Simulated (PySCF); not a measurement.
SMILES ClCCl (CH₂Cl₂) at its CAM-B3LYP/def2-SVP optimised geometry (Å):

```
5

Cl     1.2363    -0.5531     0.0000
C     -0.5352    -0.5531     0.0000
Cl    -1.2363     1.0737     0.0000
H     -0.8776    -1.0736    -0.8997
H     -0.8777    -1.0737     0.8996
```

Computed with CAM-B3LYP/def2-TZVP in PySCF. Cells within 0.4 Å of a nucleus heavier than hydrogen are left out (blank, or x).

Map of the Laplacian of the electron density (e/bohr⁵), clipped to [-1.50, 1.50] on the plane z = 0.0 Å:

```
|3333333333333333333333333|
|3333333333333333333333333|
|3333333333333333333333333|
|3333333333333333333333333|
|3333333333333333333333333|
|3333333333333333333333333|
|3333333212333333333333333|
|33333319x6233333333333333|
|3333328xxx033333333333333|
|3333333xx9133333333333333|
|3333331791343333333333333|
|3333333321333333333333333|
|3333333431133331202333333|
|3333333335xx2219xx3333333|
|333333344xxx020xxx9333333|
|3333333342x93319xx1333333|
|3333333343344431002333333|
|3333333333433333333333333|
|3333333333333333333333333|
|3333333333333333333333333|
|3333333333333333333333333|
|3333333333333333333333333|
|3333333333333333333333333|
|3333333333333333333333333|
|3333333333333333333333333|
```
Scale: ten equal steps from -0.740 (start of '0') to 1.50 (end of '9'), in the order '0123456789'; x runs from -3.50 to 3.50, y from -3.50 (bottom) to 3.50 (top).
